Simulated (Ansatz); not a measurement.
Results of PBEsol in Ansatz (PAW) for fluorite CeO2.

Run with plane-wave cutoff 520 eV, 12×12×12 k mesh, Fermi–Dirac smearing 0.01 eV, no spin polarisation, scalar-relativistic PAW data made under PBE.

Response to compression and expansion:

```tsv
V (Å³/atom)	P (GPa)	direct gap at Γ (eV)	smallest gap on the k mesh (eV)
12.320	13.64	3.339	2.173
12.582	8.59	3.210	2.113
12.844	4.06	3.087	2.053
13.106	0.00	2.971	1.994
13.368	-3.64	2.860	1.937
13.630	-6.91	2.755	1.881
13.892	-9.83	2.656	1.827
```

The fundamental gap (1.98 eV at the equilibrium volume, with added k points) lies elsewhere than Γ–Γ.

Measured, for comparison: band gap 3 eV (temperature not stated, not corrected to a static lattice, O 2p to Ce 4f, our sources range from 3.00 to 3.20; as tabulated in Tran et al. (2019), arXiv:1908.01820).

Spin–orbit coupling is not included.

Ansatz is a first-principles code.
